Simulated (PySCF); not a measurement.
ethanethiol (C2H6S), SMILES CCS.

Geometry optimised at PBE-D3(BJ)/def2-TZVP. The values are those of a single conformer.

Calculation: PySCF 2.14.0 with PBE-D3(BJ)/def2-TZVP.

Frequencies are harmonic and unscaled.

```csv
mode,ν (cm⁻¹),IR (km/mol),moving atoms (share of kinetic energy)
1,205,13.3,H 95 %
2,251,1.8,"H 89 %, C 9 %"
3,319,1.6,"C 45 %, H 30 %, S 25 %"
4,642,2.7,"C 47 %, S 30 %, H 23 %"
5,716,2.2,"H 85 %, C 14 %"
6,847,5.6,H 94 %
7,962,7.4,"H 55 %, C 44 %"
8,1036,0.7,"C 51 %, H 49 %"
9,1085,5.7,"H 64 %, C 34 %"
10,1236,4.3,"H 83 %, C 16 %"
11,1255,16.7,"H 78 %, C 22 %"
12,1357,4.4,"H 80 %, C 20 %"
13,1423,2.0,H 93 %
14,1436,11.2,H 97 %
15,1445,3.3,H 96 %
16,2605,4.2,H 97 %
17,2965,27.2,H 97 %
18,2988,14.0,H 95 %
19,3025,8.7,"H 91 %, C 9 %"
20,3035,19.6,"H 91 %, C 9 %"
21,3058,22.8,"H 91 %, C 9 %"
```
